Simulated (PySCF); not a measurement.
Molecule: SMILES ClC(=C)COC, C4H7ClO.

Geometry (Å), atoms numbered from 1 in this order:
```xyz
13

C     2.171   -0.268    0.216
C     1.631    0.648   -0.582
Cl    2.598    1.666   -1.607
C     0.167    0.931   -0.719
O    -0.561    0.102    0.123
C    -1.939    0.298    0.041
H     1.507   -0.875    0.833
H     3.250   -0.420    0.263
H    -0.009    2.005   -0.492
H    -0.122    0.791   -1.783
H    -2.325    0.105   -0.980
H    -2.419   -0.404    0.735
H    -2.228    1.329    0.325
```

Geometry PBE0-D3(BJ)/def2-SVP throughout; GIAO in PySCF, gas phase, one conformer, non-relativistic; equivalent atoms averaged; functional PBE0.

Task: How do the absolute shieldings σ depend on the basis set? (a selection of nuclei; ppm; last column core-seconds on 1 thread of an x86-64 server CPU, shared host)

Result: 
```
    basis set  functions     C2     C1     C4     C6    Cl3     O5     H8  H9/H10  H11/H12/H13  core-s
       STO-3G         41  115.1  132.0  176.4  184.7  932.5  375.9  27.17   30.37        30.66     2.4
        6-31G         72   60.5   87.7  127.9  143.7  774.6  314.8  27.00   28.99        29.14     4.5
       6-31G*        102   58.3   85.2  123.3  138.5  766.5  320.8  26.73   28.42        28.70     6.8
     def2-SVP        123   50.4   83.8  122.2  138.0  776.7  324.2  26.11   27.93        28.20     7.6
     pcSseg-1        144   34.8   66.8  108.3  125.7  726.7  315.0  25.71   27.74        27.89      18
6-311+G(2d,p)        212   37.3   72.0  111.4  129.1  724.0  307.8  26.07   27.67        28.11      17
    def2-TZVP        234   35.5   71.3  109.5  128.0  705.8  311.0  26.05   27.71        28.11      21
```

Task: Which nucleus among those listed moves most, in ppm?

Result: Cl3 (chlorine bonded to C): from 705.8 ppm with def2-TZVP to 932.5 ppm with STO-3G. The smallest spread is 1.46 ppm, at H8. Proton shifts span only some 12 ppm, so a few tenths of a ppm matter as much there as several ppm in carbon.

Task: Taking the largest basis, def2-TZVP (234 functions), as the yardstick, rank the others by their worst heavy-atom deviation.

Result: 6-311+G(2d,p) 18.2 ppm (212 functions), pcSseg-1 20.9 ppm (144 functions), 6-31G* 60.7 ppm (102 functions), 6-31G 68.8 ppm (72 functions), def2-SVP 70.9 ppm (123 functions), STO-3G 226.8 ppm (41 functions).

A small basis that lands close on one nucleus may do so by chance; judge by the trend and by all nuclei.
